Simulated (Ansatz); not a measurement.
A made-up structure of CH$_{6}$NSi (charge +1), closed shell:

```
9
angstrom
C -0.7290 0.2102 -0.5511
N 0.8561 0.2783 -0.1500
Si -0.3176 -0.5339 0.7097
H -0.9016 -0.4167 -1.4628
H -1.2395 1.1954 -0.4017
H 1.5480 -0.2672 -0.7635
H 1.2371 1.2142 0.2126
H 0.0113 -1.9777 0.4541
H -0.4649 0.2974 1.9527
```

It is relaxed with PBE-D4/def2-SVP and then PBE0-D4/def2-TZVP (Ansatz 0.2.0). Atoms count as bonded within 1.22 times the sum of their covalent radii (H–H: 0.88 Å). The end point is not checked to be a true minimum.

(1) Does its bonding change? (Judge from chemistry; the calculation decides.)

## Answers

(1) The calculation gives: No: no bond forms or breaks.

Where it ends: The first stage lowers the energy by 2.90 eV in 7 steps. It ends as CH₆NSi ([CH2]1[NH2][SiH2]1), total charge +1:
```
9
angstrom
C -0.6618 0.2850 -0.6433
N 0.8013 0.3162 -0.2251
Si -0.3168 -0.6511 0.8878
H -0.8119 -0.2277 -1.5871
H -1.1248 1.2648 -0.6041
H 1.4479 -0.1460 -0.8567
H 1.1603 1.2261 0.0470
H -0.0263 -2.0869 0.7970
H -0.4679 0.0197 2.1844
```

Labels in which every atom is bracketed show which atoms are joined, not bond orders.

For scale, one of the runs: PBE0-D4/def2-TZVP relaxation, 135 basis functions, launched by `ansatz run in.yaml --threads 2 --pin off --events-out ev --progress --plain --max-ram 4352MiB`. The run took about 7 s on 2 CPU threads of an AMD EPYC 9R45 (shared host).
